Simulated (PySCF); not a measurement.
C₅H₄.
SMILES: `C#CC1C=C1`

The closed-shell ground state was solved at several levels (PySCF, density fitting, gas phase, non-relativistic). Isolated species at its GFN2-xTB geometry, gas phase.

```json
{"level": "B3LYP/pcJ-1", "basis functions": "175", "HOMO (eV)": "-6.99", "LUMO (eV)": "-0.51", "gap (eV)": "6.48", "dipole (D)": "1.18"}
{"level": "PBE0/def2-SVPD", "basis functions": "132", "HOMO (eV)": "-7.25", "LUMO (eV)": "-0.37", "gap (eV)": "6.88", "dipole (D)": "1.20"}
```

Estimate the row for PBE0/pcSseg-1, a basis of 105 functions; the other rows only guide the guess.

HOMO -7.24 eV, LUMO -0.29 eV, gap 6.95 eV, dipole 1.19 D.

Over all these levels, which gives the widest orbital gap and which the narrowest?

PBE0/pcSseg-1 (global hybrid, 25 % exact exchange) has the widest, 6.95 eV, and B3LYP/pcJ-1 (global hybrid, 20 % exact exchange) the narrowest, 6.48 eV. Functional and basis both differ between the two, so the spread mixes both effects.

How far do the dipole and the HOMO energy spread over the levels?

The dipole runs from 1.18 to 1.20 D (mean 1.19 D) and the HOMO from -7.25 to -6.99 eV.
